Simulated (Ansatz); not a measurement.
**CH₅B (triplet): wave-function methods side by side at distance B1–H4 along a hydrogen transfer = 1.290 Å, cc-pVDZ**

The task here is to estimate one member of a computed series from the others.

Method: cc-pVDZ, core rule «outside noble gas», up to 2 orbitals frozen; program: Ansatz 0.2.0, Gaussian basis.

The runs, in order: UHF; CCSD(T) on ROHF; CCSD(T) on UHF; BCCD(T) on ROHF; CISD; CCSDT(Q) on ROHF; CCSDT(Q) on UHF; CASSCF and NEVPT2, 4 electrons in 4 orbitals.

7 further runs of the same task are left out: 6 that didn't finish, 1 set aside as unsound or not needed.

## The system

The geometry derives from fragments relaxed apart (PBE0/def2-TZVP) and kept rigid, so it is no stationary point. A hydrogen atom is moved between rigid fragments.

7 atoms, charge 0, spin multiplicity 3.

Atoms are counted from 1 here; the program's logs count them from 0.

Bond lengths: B1–H2 1.193 Å, B1–H3 1.193 Å, B1–H4 1.290 Å, C5–H6 1.079 Å, C5–H7 1.079 Å. Angles: H2–B1–H3 120.0°, H2–B1–H4 120.0°, H3–B1–H4 120.0°, H6–C5–H7 134.8°.

The first run:

Contents of in.yaml:

```yaml
crystal:
  periodic: [false, false, false]
  atoms:
    - {symbol: B, position_ang: [-1.521653, 0.000000, 0.000000]}
    - {symbol: H, position_ang: [-2.118387, 1.033571, 0.000000]}
    - {symbol: H, position_ang: [-2.118387, -1.033571, 0.000000]}
    - {symbol: H, position_ang: [-0.231653, 0.000000, 0.000000]}
    - {symbol: C, position_ang: [1.434347, 0.000000, 0.000000]}
    - {symbol: H, position_ang: [1.848815, 0.000000, 0.996161]}
    - {symbol: H, position_ang: [1.848815, 0.000000, -0.996161]}
basis:
  gaussian: {orbitals: cc-pVDZ}
magnetization: {spin_polarized: true, initial_magnetization: 2}
hamiltonian: {xc: hf}
output: {orbitals: {seedname: orbitals}}
```

Command:

```
$ ansatz run in.yaml --threads 1 --pin off --events-out ev --progress --plain --max-ram 2393MiB
```

Steps of the session up to this table: UHF; CCSD(T) on ROHF; CCSD(T) on UHF; BCCD(T) on ROHF; CISD; CCSDT(Q) on ROHF; CCSDT(Q) on UHF; CASSCF and NEVPT2, 4 electrons in 4 orbitals.

One of the session's tables, all rows but one given; the rest of the session is left out.

```
   method  from UCCSDT(Q) (kJ/mol)
     ROHF                   +662.0
      UHF                   +641.2
     RMP2                   +132.4
     UMP2                   +131.1
     CISD                    +62.9
    RCCSD                    +14.4
    UCCSD                    +14.1
 RCCSD(T)                     +2.8
 UCCSD(T)                     +2.8
  BCCD(T)                        ?
   RCCSDT                     +0.5
   UCCSDT                     +0.4
RCCSDT(Q)                     +0.1
UCCSDT(Q)                        0
```

Estimate the missing values for BCCD(T).

The run gave: from UCCSDT(Q) (kJ/mol): +2.9. In the column «from UCCSDT(Q) (kJ/mol)» it lies between UCCSD(T) (+2.8) and UCCSD (+14.1).

Left out of the table: CASSCF pair, NEVPT2 pair (the active space lost an orbital or holds another state than full CI finds).

To keep in mind: Restricted and unrestricted rows rest on different reference determinants; where their highest levels disagree by more than a few hundredths of an eV, they describe different states and don't form one ladder. Warnings in the runs' records: passed over end.
